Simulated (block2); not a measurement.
# singlet OP+ at DMRG/STO-3G

Aim: a single-point energy of singlet OP+. 

The results are computed with block2 0.5.4.

**1. The molecule**

OP+ has 2 atoms, charge +1, and is taken as a singlet. SMILES of the parent species: `O=[P]`. The shape is that of a PBE0-D4/def2-TZVP optimisation. That shape belongs to the parent species and isn't relaxed for this state.

Bond lengths: O1–P2 1.474 Å.

**2. A single-point energy at DMRG/STO-3G**

integrals.py reads:

```python
import numpy as np
from pyscf import ao2mo, cc, dft, gto, lo, mcscf, mp, scf
from pyscf.tools import fcidump

mol = gto.M(atom="""
O      0.000000     0.000000    -0.009450
P      0.000000     0.000000     1.464540
""", basis="sto-3g", charge=1, verbose=3, max_memory=2000)
print("nao                     : %d" % (mol.nao))
mf = scf.RHF(mol)
mf.conv_tol = 1e-10
mf.max_cycle = 200
mf.kernel()
if not mf.converged:
    mf = mf.newton().run(mf.mo_coeff, mf.mo_occ)
print("reference energy        : %.10f" % (mf.e_tot))
ref = mf
pt = mp.MP2(ref, frozen=6).run()
mycc = cc.CCSD(ref, frozen=6)
mycc.max_cycle = 150
mycc.kernel()
print("E(MP2)                  : %.10f" % (pt.e_tot))
if mycc.converged:
    print(f"E(CCSD)                 : {mycc.e_tot:.10f}")
    print("E(CCSD(T))              : %.10f" % (mycc.e_tot + mycc.ccsd_t()))
    print(f"T1                      : {mycc.get_t1_diagnostic():.4f}")
ks = dft.RKS(mol, xc="blyp").set(conv_tol=1e-9, verbose=3).run()
if ks.converged:
    print("E(BLYP)                 : %.8f" % (ks.e_tot))
ks = dft.RKS(mol, xc="r2scan").set(conv_tol=1e-9, verbose=3).run()
if ks.converged:
    print(f"E(r2SCAN)               : {ks.e_tot:.8f}")
ks = dft.RKS(mol, xc="hse06").set(conv_tol=1e-9, verbose=3).run()
if ks.converged:
    print("E(HSE06)                : %.8f" % (ks.e_tot))
ks = dft.RKS(mol, xc="m06l").set(conv_tol=1e-9, verbose=3).run()
if ks.converged:
    print(f"E(M06-L)                : {ks.e_tot:.8f}")
ks = dft.RKS(mol, xc="wb97x").set(conv_tol=1e-9, verbose=3).run()
if ks.converged:
    print(f"E(wB97X)                : {ks.e_tot:.8f}")
mo = mf.mo_coeff.copy()
for a, b in ((6, 11), (11, 14)):
    if b - a > 1:
        mo[:, a:b] = lo.PM(mol, mo[:, a:b]).kernel()
mf.mo_coeff = mo
cas = mcscf.CASCI(mf, 8, 10)
h1, ecore = cas.get_h1eff()
fcidump.from_integrals("FCIDUMP", h1, cas.get_h2eff(), 8, 10, nuc=ecore, ms=0)
ci = mcscf.CASCI(mf, 8, (5, 5))
ci.fix_spin_(ss=0)
ci.fcisolver.conv_tol = 1e-10
ci.fcisolver.max_cycle = 200
ci.kernel()
print(f"FCI energy              : {ci.e_tot:.10f}")
```

block.conf reads:

```
sym c1
orbitals FCIDUMP
nelec 10
spin 0
irrep 1
occ 2 2 2 2 2 0 0 0
cbias 0.1
schedule
0 50 1E-07 1E-04
4 100 1E-07 1E-05
8 100 1E-08 0.0
end
maxiter 14
sweep_tol 1E-06
gaopt default
mem 2g
num_thrds 1
prefix ./tmp
outputlevel 1
onepdm
```

On the command line:

```bash
$ python integrals.py && block2main block.conf
```

What it wrote:

```text
$ python integrals.py
nao                     : 14
converged SCF energy = -410.495831289418
reference energy        : -410.4958312894
E(RMP2) = -410.683527123008  E_corr = -0.187695833590281
E(SCS-RMP2) = -410.675673336666  E_corr = -0.179842047248227
E(CCSD) = -410.6599216325115  E_corr = -0.164090343093783
E(MP2)                  : -410.6835271230
E(CCSD)                 : -410.6599216325
CCSD(T) correction = -0.0142674408925975
E(CCSD(T))              : -410.6741890734
T1                      : 0.0355
converged SCF energy = -411.369479212579
E(BLYP)                 : -411.36947921
converged SCF energy = -411.366251992072
E(r2SCAN)               : -411.36625199
converged SCF energy = -411.226398631325
E(HSE06)                : -411.22639863
converged SCF energy = -411.400211286303
E(M06-L)                : -411.40021129
converged SCF energy = -411.376184831575
E(wB97X)                : -411.37618483

WARN: Initial orbitals are close to convergence. Adding a small perturbation.

CASCI E = -410.675631952445  E(CI) = -32.2769055941127  S^2 = 0.0000000
FCI energy              : -410.6756319524

$ block2main block.conf

********************************** INPUT START **********************************
sym                                                             c1
orbitals                                                   FCIDUMP
nelec                                                           10
spin                                                             0
irrep                                                            1
occ                                                2 2 2 2 2 0 0 0
cbias                                                          0.1
maxiter                                                         14
sweep_tol                                                    1E-06
gaopt                                                      default
mem                                                             2g
num_thrds                                                        1
prefix                                                       ./tmp
outputlevel                                                      1
onepdm
schedule                  Sweep   0-   3 : Mmps =    50 Noise =    0.0001 DavTol =     1e-07
                          Sweep   4-   7 : Mmps =   100 Noise =     1e-05 DavTol =     1e-07
                          Sweep   8-  13 : Mmps =   100 Noise =         0 DavTol =     1e-08
********************************** INPUT END   **********************************

SPIN ADAPTED - REAL DOMAIN - DOUBLE PREC
qc mpo type =  QCTypes.Conventional
 UseMainStack = 0 MinDiskUsage = 1 MinMemUsage = 0 IBuf = 0 OBuf = 0
 FPCompression: prec = 1.00e-16 chunk = 1024
 IMain = 0 B / 134 MB DMain = 0 B / 687 MB ISeco = 0 B / 57.2 MB DSeco = 0 B / 1.01 GB
 OpenMP = 1 TBB = 0 BLIS = 0 MKL = NONE  SeqType = Tasked AlignType = None MKLIntLen = 4
 THREADING = 2 layers : Global | Operator BatchedGEMM
 NUMBER : Global = 1 Operator = 1 Quanta = 0 MKL = 1
 COMPLEX = 1 SINGLE-PREC = 1 KSYMM = 0
using gaopt reorder =  [1 6 5 4 3 2 7 0]
read integral finished 0.634831823874265
integral sym error =            0
MinMPOMemUsage =  False
MPS =  CCRRRRRR 0 2 < N=10 S=0 PG=0 >
GS INIT MPS BOND DIMS =       1     3    10    35    56    35    10     3     1
pre-mpo memory usage =  159 MB
build mpo start ...
build mpo finished ... Tread = 0.000 Twrite = 0.000 T = 0.002
simpl mpo start ...
simpl mpo finished ... Tread = 0.000 Twrite = 0.000 T = 0.005
GS MPO BOND DIMS =      13    20    31    46    31    20    13     1
build 1pdm mpo 0.6598318258766085
build identity mpo 0.6604466130957007
memory usage =  163 MB
para mpo finished 0.6609599180519581
env init finished 0.6794168308842927

Sweep =    0 | Direction =  forward | Bond dimension =   50 | Noise =  1.00e-04 | Dav threshold =  1.00e-07
Time elapsed =      0.134 | E =    -410.6756319016 | DW = 1.14233e-06

Sweep =    1 | Direction = backward | Bond dimension =   50 | Noise =  1.00e-04 | Dav threshold =  1.00e-07
Time elapsed =      0.197 | E =    -410.6756319396 | DE = -3.80e-08 | DW = 1.19554e-06

Sweep =    2 | Direction =  forward | Bond dimension =   50 | Noise =  1.00e-04 | Dav threshold =  1.00e-07
Time elapsed =      0.260 | E =    -410.6756319350 | DE = 4.64e-09 | DW = 1.12059e-06

Sweep =    3 | Direction = backward | Bond dimension =   50 | Noise =  1.00e-04 | Dav threshold =  1.00e-07
Time elapsed =      0.322 | E =    -410.6756319411 | DE = -6.12e-09 | DW = 1.19541e-06

Sweep =    4 | Direction =  forward | Bond dimension =  100 | Noise =  1.00e-05 | Dav threshold =  1.00e-07
Time elapsed =      0.397 | E =    -410.6756319358 | DE = 5.29e-09 | DW = 6.63731e-11

Sweep =    5 | Direction = backward | Bond dimension =  100 | Noise =  1.00e-05 | Dav threshold =  1.00e-07
Time elapsed =      0.474 | E =    -410.6756319358 | DE = -9.81e-13 | DW = 1.26489e-09

Sweep =    6 | Direction =  forward | Bond dimension =  100 | Noise =  1.00e-05 | Dav threshold =  1.00e-07
Time elapsed =      0.552 | E =    -410.6756319358 | DE = -4.92e-12 | DW = 6.63354e-11

Sweep =    7 | Direction = backward | Bond dimension =  100 | Noise =  1.00e-05 | Dav threshold =  1.00e-07
Time elapsed =      0.629 | E =    -410.6756319358 | DE = -8.95e-13 | DW = 1.26487e-09

Sweep =    8 | Direction =  forward | Bond dimension =  100 | Noise =  0.00e+00 | Dav threshold =  1.00e-08
Time elapsed =      0.694 | E =    -410.6756319502 | DE = -1.44e-08 | DW = 3.05757e-15

Final canonical form =  LLLLLLLC 6
DMRG Energy = -410.675631950170043
npdm string = ['(C+D)0']

Build NPDM MPO | Nsites =     8 | Nmaxops =  2 | SymbolFree = T | Cutoff = 0.00e+00
 Site =     0 /     8 .. L =        4 R =        1 M =            0 Tmid = 0.000 T = 0.000
 Site =     1 /     8 .. L =        4 R =       15 M =           15 Tmid = 0.000 T = 0.000
 Site =     2 /     8 .. L =        4 R =       13 M =           13 Tmid = 0.000 T = 0.000
 Site =     3 /     8 .. L =        4 R =       11 M =           11 Tmid = 0.000 T = 0.000
 Site =     4 /     8 .. L =        4 R =        9 M =            9 Tmid = 0.000 T = 0.000
 Site =     5 /     8 .. L =        4 R =        7 M =            7 Tmid = 0.000 T = 0.000
 Site =     6 /     8 .. L =        4 R =        5 M =            5 Tmid = 0.000 T = 0.000
 Site =     7 /     8 .. L =        1 R =        4 M =            4 Tmid = 0.000 T = 0.000
Ttotal =      0.000

Expectation | Direction = backward | BRA bond dimension =  100 | KET bond dimension =  100
Time elapsed =      0.028
NPDM Sorting | Nsites =     8 | Nmaxops =  2 | DotSite = 2 | SymbolFree = T | Compressed = T | LowMem = F | Mem = 512 B
Ttotal =      0.000

DMRG OCC =   1.969 1.972 1.993 1.891 1.891 0.120 0.120 0.043
```

Wall time 5.2 s (1 thread of Arm Neoverse V1, shared host); peak memory 0.17 GiB.

**3. Summary of results**

At DMRG/STO-3G, 6 core orbitals frozen:

| quantity | value |
| --- | --- |
| total energy | -410.67563 Eh |
| T1 diagnostic of the CCSD step | 0.035 |

In words: The T1 diagnostic of 0.035 is above the customary mark of 0.02, so a single reference may not serve.
